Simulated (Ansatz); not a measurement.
A structure relaxed at PBE0-D4/def2-TZVP, charge 0, multiplicity 1:

| atom | x (Å) | y (Å) | z (Å) |
| --- | --- | --- | --- |
| C1 | -1.4446 | -0.4178 | 0.3831 |
| C2 | -0.2642 | -0.1893 | -0.5377 |
| C3 | 0.9453 | 0.3534 | 0.1816 |
| O4 | 0.9951 | 0.5862 | 1.3544 |
| S5 | 2.3368 | 0.6228 | -0.9174 |
| H6 | -1.1945 | -1.1294 | 1.1709 |
| H7 | -1.7496 | 0.5111 | 0.8664 |
| H8 | -2.2937 | -0.8095 | -0.1795 |
| H9 | -0.5105 | 0.5130 | -1.3417 |
| H10 | 0.0404 | -1.1145 | -1.0392 |
| H11 | 3.1394 | 1.0741 | 0.0591 |

Task: Give its formula and SMILES.

Result: C3H6OS, `CCC(=O)S`.

Task: Point group (tolerance 0.08 Å, 0.16 Å for H)?

Result: Cs.

Task: Summarise the bond lengths by kind.

Result: 2 × C–C 1.508 to 1.514 Å; 5 × C–H 1.091 to 1.096 Å; 1 × C–O 1.197 Å; 1 × C–S 1.793 Å; 1 × H–S 1.342 Å.

All numbers were calculated with Ansatz.
